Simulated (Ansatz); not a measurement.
**AlNH₃ radical: geometry optimisation**

Aim: relax AlNH₃ radical at this level.

Method: UKS wB97X-V/def2-TZVP; program: Ansatz 0.2.0.

## 1. The system as given

5 atoms, charge 0, spin multiplicity 2.

Atoms are counted from 1 here; the program's logs count them from 0.

Bond lengths: N1–Al2 1.753 Å, N1–H3 1.019 Å, Al2–H4 1.597 Å, Al2–H5 1.597 Å. Angles: Al2–N1–H3 177.9°, N1–Al2–H4 117.0°, N1–Al2–H5 117.1°, H4–Al2–H5 125.9°.

Geometry (Å):

```
atom    x (Å)    y (Å)    z (Å)
  N1   0.4839  -0.7391   0.7183
 Al2  -0.2618   0.3993  -0.3866
  H3   0.9414  -1.4107   1.3335
  H4  -1.4690  -0.1414  -1.2810
  H5   0.3056   1.8919  -0.3841
```

## 2. Relaxation

input.yaml reads:

```yaml
crystal:
  periodic: [false, false, false]
  atoms:
    - { symbol: "N", position_ang: [0.483854, -0.739071, 0.71831] }
    - { symbol: Al, position_ang: [-0.261837, 0.399324, -0.386645] }
    - { symbol: H, position_ang: [0.941415, -1.410658, 1.333523] }
    - { symbol: H, position_ang: [-1.469009, -0.14145, -1.281047] }
    - { symbol: H, position_ang: [0.305566, 1.891855, -0.384141] }
magnetization:
  spin_polarized: true
  initial_magnetization: 1
basis:
  gaussian: { orbitals: def2-TZVP }
hamiltonian:
  xc: { name: wB97X-V }
output:
  forces: true
relax:
  f_tol: 0.003
  max_steps: 120
```

Launch:

```bash
ansatz run input.yaml --threads 1 --pin off --max-ram 2560MiB --backend cpu --events-out ev --progress --plain --runs-dir out
```

Before running it: what results should come out? Wanted: energy gained; root mean square move; dipole moment.

The runs gave:

| quantity | value |
| --- | --- |
| energy gained | 0.0108 eV |
| root mean square move | 0.095 Å |
| dipole moment | 1.00 D |

Bond lengths: N1–Al2 1.762 Å, N1–H3 1.008 Å, Al2–H4 1.578 Å, Al2–H5 1.578 Å. Angles: Al2–N1–H3 156.5°, N1–Al2–H4 117.4°, N1–Al2–H5 117.4°, H4–Al2–H5 125.1°. No frequencies were computed here.
